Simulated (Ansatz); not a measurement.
Reaction: CH2Cl2 (dichloromethane, SMILES ClCCl) → CHCl2 (SMILES Cl[CH]Cl, doublet) + H (doublet) (the C-H bond breaks)
Each species at its own B3LYP-D3(BJ)/def2-TZVP minimum (Ansatz, a program for electronic structure).

Quantity: bond dissociation energy (electronic), in kJ/mol. UHF or UKS for unpaired electrons; spin-orbit terms are left out. CBS(X,Y): correlation extrapolated as X^-3, Hartree-Fock from the larger set (Q,5: extrapolated as (X+1)exp(-9√X)). A bracket is a step between two methods taken in the basis named. The functionals are non-relativistic, so their misses hold any scalar relativity. Double hybrids freeze cores in their MP2 part. '+ core + X2C': CCSD(T) terms for core correlation (cc-pwCVTZ, 1s frozen past Ne) and scalar relativity (cc-pVTZ-DK). Where a partner has so few electrons that a lower coupled-cluster level is exact, that level stands in.

CCSD(T)/CBS(cc-pV(Q+d)Z,cc-pV(5+d)Z) + [CCSDT(Q) - CCSD(T)]/cc-pV(D+d)Z + core + X2C (Ansatz) gives 430.9 kJ/mol.

Task: How far off this value is PBE/def2-TZVPD (Ansatz), in which direction, and which of these levels come nearer: r2SCAN/def2-TZVPD, PBE0/def2-TZVPD, wB97M-V/def2-TZVPD, B2PLYP/def2-TZVPD, CCSD(T)/CBS(cc-pV(Q+d)Z,cc-pV(5+d)Z) + core + X2C?

Result: PBE gives 405.1 kJ/mol, 25.8 kJ/mol below it. Differences of the others: r2SCAN/def2-TZVPD (Ansatz) -27.2; PBE0/def2-TZVPD (Ansatz) -22.1; wB97M-V/def2-TZVPD (Ansatz) -2.9; B2PLYP/def2-TZVPD (Ansatz) -12.4; CCSD(T)/CBS(cc-pV(Q+d)Z,cc-pV(5+d)Z) + core + X2C (Ansatz) 0.5 kJ/mol. Nearer than PBE: PBE0/def2-TZVPD, wB97M-V/def2-TZVPD, B2PLYP/def2-TZVPD, CCSD(T)/CBS(cc-pV(Q+d)Z,cc-pV(5+d)Z) + core + X2C.
